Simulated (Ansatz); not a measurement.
A made-up structure of CH₄BSi, doublet:

```csv
atom,x (Å),y (Å),z (Å)
B1,-0.5529,-0.8265,-0.1755
C2,-0.6296,-0.2964,1.0948
Si3,0.5951,0.5440,-0.4990
H4,-0.9348,-1.6504,-0.8811
H5,0.1939,1.7464,-1.2700
H6,-0.7489,0.0339,2.0949
H7,2.0673,0.3621,-0.5184
```

It is relaxed with PBE-D4/def2-SVP and then PBE0-D4/def2-TZVP (Ansatz 0.2.0). Atoms count as bonded within 1.22 times the sum of their covalent radii (H–H: 0.88 Å). The end point is not checked to be a true minimum.

(1) Does its bonding change? (Judge from chemistry; the calculation decides.)

Answers

(1) The calculation gives: No: no bond forms or breaks.

Where it ends: The first stage lowers the energy by 1.00 eV in 10 steps. It ends as CH₄BSi ([BH]1[CH][SiH2]1):
B1  (-0.753, -1.065, -0.124)
C2  (-0.451, -0.159, 0.870)
Si3  (0.609, 0.616, -0.386)
H4  (-1.078, -1.890, -0.899)
H5  (0.210, 1.847, -1.112)
H6  (-0.629, 0.126, 1.897)
H7  (2.082, 0.438, -0.400)
(Å)

Labels in which every atom is bracketed show which atoms are joined, not bond orders.

For scale, one of the runs: PBE0-D4/def2-TZVP relaxation, 123 basis functions, launched by `ansatz run in.yaml --threads 2 --pin off --events-out ev --progress --plain --max-ram 4352MiB`. Hardware: 2 CPU threads of an Intel Xeon Platinum 8175M, shared host. Wall time about 74 s.
